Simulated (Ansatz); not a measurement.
# CHNa (triplet): B2PLYP, RPA-PBE over a scan of the scale of all distances, cc-pVDZ

Aim: run CHNa (triplet) with these functionals over a scan of the scale of all distances, and hold them against the top wave-function level at the same points.

Method: cc-pVDZ, all electrons in the functionals, frozen cores in the correlation of double hybrids and RPA; program: Ansatz 0.2.0, Gaussian basis.

To be run: B2PLYP, RPA-PBE, at 0.893; 1.000; 1.099; 1.290; 1.513; 1.723; 1.963; 2.406.

29 further runs of the same task are left out: 16 for a known fault of the program, 10 that didn't finish, 3 set aside as unsound or not needed. Runs told in other sessions of the task aren't counted.

## (1) The system

The geometry derives from a PBE0/def2-TZVP stationary point (not a proven minimum). All distances are scaled together.

3 atoms, charge 0, spin multiplicity 3.

Atoms are counted from 1 here; the program's logs count them from 0.

Bond lengths: C1–Na2 2.190 Å, C1–H3 1.102 Å. Angles: Na2–C1–H3 180.0°.

No dispersion term is added.

The geometry shown and the zero of energy belong to the point 1.000. The yardstick, FCI, and other wave-function levels (R restricted, U unrestricted, valence and pair active spaces) come from earlier runs.

## (2) B2PLYP, 0.893

The input, in.yaml:

```yaml
crystal:
  periodic: [false, false, false]
  atoms:
    - {symbol: C, position_ang: [0.000000, 0.000000, 0.323924]}
    - {symbol: Na, position_ang: [0.000000, 0.000000, -1.631942]}
    - {symbol: H, position_ang: [0.000000, 0.000000, 1.308018]}
basis:
  gaussian: {orbitals: cc-pVDZ}
magnetization: {spin_polarized: true, initial_magnetization: 2}
hamiltonian: {xc: {name: B2PLYP}}
correlation: {electrons: outside_noble_gas}
```

The run is started by

```sh
$ ansatz run in.yaml --threads 1 --pin off --events-out ev --progress --plain --max-ram 2393MiB
```

After this run come: B2PLYP, 1.000; B2PLYP, 1.099; B2PLYP, 1.290; B2PLYP, 1.513; B2PLYP, 1.723; B2PLYP, 1.963; B2PLYP, 2.406; RPA-PBE, 0.893; RPA-PBE, 1.000; RPA-PBE, 1.099; RPA-PBE, 1.290; RPA-PBE, 1.513; RPA-PBE, 1.723; RPA-PBE, 1.963; RPA-PBE, 2.406.

Q: Predict the results of all the runs planned. Wanted: span of the FCI curve; largest miss, B2PLYP; largest miss, RPA-PBE.

**Answer**, as computed:

```
             quantity              value
span of the FCI curve           5.208 eV
 largest miss, B2PLYP  +0.393 eV (1.963)
largest miss, RPA-PBE  -1.058 eV (1.723)
```

**Reading.** Of the functionals, B2PLYP keep the smallest largest miss at the points compared (at most 0.393 eV) and RPA-PBE strays most (1.058 eV, at 1.723). B2PLYP, RPA-PBE clearly break the spin symmetry at some points (⟨S²⟩ up to 0.93 above the pure value), so energy there is bought with a mixed spin. Functionals and the yardstick converge differently with the basis, so part of each miss in cc-pVDZ is the basis.
